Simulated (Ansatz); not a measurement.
We consider hcp Ru, described by PBEsol (plane waves, PAW; Ansatz, a program for electronic structure).

Numerical settings: plane-wave cutoff 520 eV, 30×30×16 k mesh (along the axes of the cell as run), Fermi–Dirac smearing 0.062 eV (set by the program), no spin polarisation, scalar-relativistic PAW data made under PBE.

Cell (relaxed at this level):

```
CELL_PARAMETERS angstrom
      2.69159     0.00000     0.00000
     -1.34580     2.33099     0.00000
      0.00000     0.00000     4.24634
ATOMIC_POSITIONS crystal
  Ru 0.66667 0.33333 0.75000
  Ru 0.33333 0.66667 0.25000
```

Question: Estimate the elastic constant C44, elastic constant C12, Young modulus, Poisson ratio, elastic constant C13, elastic constant C11, elastic constant C33 and elastic constant C66 that the calculation returns.

Answer: 
* **elastic constant C44**: 207 GPa
* **elastic constant C12**: 203 GPa
* **Young modulus**: 539 GPa
* **Poisson ratio**: 0.241
* **elastic constant C13**: 188 GPa
* **elastic constant C11**: 628 GPa
* **elastic constant C33**: 710 GPa
* **elastic constant C66**: 212 GPa

Measured, for comparison: elastic constant C44 181 GPa, elastic constant C12 188 GPa, elastic constant C13 168 GPa, elastic constant C11 563 GPa, elastic constant C33 624 GPa (temperature not stated, no zero-point or thermal correction; as tabulated in Mehl and Papaconstantopoulos (1996), arXiv:mtrl-th/9602003). Computed (rounded) less measured: elastic constant C44 +14 %, elastic constant C12 +8 %, elastic constant C13 +12 %, elastic constant C11 +12 %, elastic constant C33 +14 %. A static lattice is as a rule a little smaller and stiffer than an uncorrected measurement, which narrows the difference in the elastic constant C12 and would widen misses of the other sign.

Elastic constants are with the ions relaxed.

It cost roughly 40 core-minutes of CPU time.
